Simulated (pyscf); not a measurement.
Thermochemistry of product channels of •H₂C–CH=CH₂ (SMILES [CH2]C=C) on the doublet surface, in kJ/mol, from CCSD(T)/def2-TZVPP + ΔMP2(QZVPP) energies (ideal gas, 1 atm, RRHO with modes under 100 cm⁻¹ raised to 100, one conformer, R ln 2 for rigid chiral ones). Structures and frequencies: ωB97X-D3(BJ)/def2-SVP in PySCF. MP2 and CC: frozen core, UHF for open shells. ΔMP2 is the change of the MP2 total energy from the triple- to the quadruple-zeta basis.

| products | ΔE | ΔH(298 K) | ΔG(600 K) | ΔG(900 K) |
|---|---|---|---|---|
| H₂C=C•–CH₃ (SMILES C=[C]C) | +83.8 | +84.0 | +74.9 | +70.6 |
| C₃H₄ (SMILES [C]1CC1) [singlet] + H• (SMILES [H]) | +540.4 | +513.5 | +450.0 | +415.8 |
| CH₃• (SMILES [CH3]) + HC≡CH (SMILES C#C) | +220.3 | +204.2 | +120.4 | +77.1 |
| :HC–CH=CH₂ (SMILES [CH]C=C) [triplet] + H• (SMILES [H]) | +487.4 | +459.4 | +384.2 | +343.7 |
| H₂C=C=CH₂ (SMILES C=C=C) + H• (SMILES [H]) | +259.8 | +237.5 | +176.0 | +143.0 |
| C₃H₄ (SMILES C1=CC1) + H• (SMILES [H]) | +352.6 | +332.4 | +271.9 | +240.2 |
| •HC=CH–CH₃ (SMILES [CH]=CC) | +99.9 | +100.9 | +93.3 | +89.8 |
| C₃H₅ (SMILES [CH]1CC1) [doublet] | +119.9 | +121.6 | +122.5 | +123.7 |

These are energies of the channels, which say nothing of barriers. A restricted singlet here is unstable towards spin polarisation, as is usual where a triplet lies low; its energy is less safe. The CCSD(T) − MP2 part came from Ansatz, without density fitting, on the same reference. A UHF reference is spin-contaminated (<S²> up to 2.24), which harms MP2 most.
